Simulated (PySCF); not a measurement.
Gas-phase reaction: O + 2 SiH3 = H2SiO + SiH4

Computed with PySCF and rigid-rotor harmonic-oscillator thermochemistry at 1 bar. † marks an energy on the PBE0/def2-TZVP geometry and frequencies; other levels use their own. Open shells (unrestricted): O (multiplicity 3, electronic degeneracy 9), SiH3 (multiplicity 2); the rest are closed-shell singlets. Spin-orbit splitting is ignored; it lowers the true energy and changes the entropy of O. H2SiO: computed as isolated molecules; such fragments, hydroxides, amides, oligomers or adducts are transient or little studied in the gas. The harmonic model lacks anharmonicity and excited electronic states, which grow with temperature; levels with a mode under 35 cm⁻¹ are left out.

| level | ΔE electronic, kJ | ΔH°(298 K), kJ | ΔS°(298 K), J/K | ΔG°(1200 K), kJ |
|---|---|---|---|---|
| BLYP/def2-TZVP† | -724 | -711 | -156 | -517 |
| HF/def2-TZVP† | -404 | -391 | -156 | -197 |
| PBE0/def2-QZVP† | -680 | -667 | -156 | -473 |
| PBE0/def2-SVP† | -647 | -634 | -156 | -440 |
| PBE0/def2-TZVP | -676 | -663 | -156 | -469 |
| r2SCAN/def2-TZVP† | -688 | -675 | -156 | -481 |
ΔH° is lowest at BLYP/def2-TZVP† and highest at HF/def2-TZVP†. No reference value is set beside these.
